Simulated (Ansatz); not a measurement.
# H2MgN: the cost of one run

The runs use Ansatz 0.2.0, Gaussian basis; def2-QZVPP, all electrons in the functionals.

Plan: PBE, BLYP, r2SCAN, B97M-V, PBE0, B3LYP, wB97M-V, at charge 0, doublet; charge 0, quartet; charge 1, singlet; charge 1, triplet.

2 further runs of the same task are left out: 2 set aside as unsound or not needed.

**1. The geometry**

The geometry is a PBE0/def2-TZVP stationary point (not a proven minimum).

4 atoms, charge 0, spin multiplicity 2.

Atoms are counted from 1 here; the program's logs count them from 0.

Bond lengths: N1–Mg2 1.870 Å, N1–H3 1.009 Å, Mg2–H4 1.693 Å. Angles: Mg2–N1–H3 180.0°, N1–Mg2–H4 180.0°.

No dispersion term is added; B97M-V, wB97M-V hold VV10 nonlocal correlation. B3LYP takes the VWN-RPA correlation.

The geometry shown and the zero of energy belong to the point charge 0, doublet. The yardstick, UCCSD(T), and other wave-function levels (R restricted, U unrestricted, valence and pair active spaces) come from earlier runs.

**2. PBE, charge 0, doublet**

in.yaml

```yaml
crystal:
  periodic: [false, false, false]
  atoms:
    - {symbol: N, position_ang: [0.000000, 0.000000, 1.105875]}
    - {symbol: Mg, position_ang: [0.000000, 0.000000, -0.763925]}
    - {symbol: H, position_ang: [0.000000, 0.000000, 2.114975]}
    - {symbol: H, position_ang: [0.000000, 0.000000, -2.456925]}
basis:
  gaussian: {orbitals: "def2-QZVPP.json"}
magnetization: {spin_polarized: true, initial_magnetization: 1}
hamiltonian: {xc: {name: PBE}}
output: {orbitals: {seedname: orbitals}}
```

Started as:

```bash
$ ansatz run in.yaml --threads 1 --pin off --events-out ev --progress --plain --max-ram 2393MiB
```

**Question.** How long does this run take on 1 thread of Arm Neoverse V1, shared host, and how much memory does it need?

About 11 s, with a peak of 0.28 GiB.
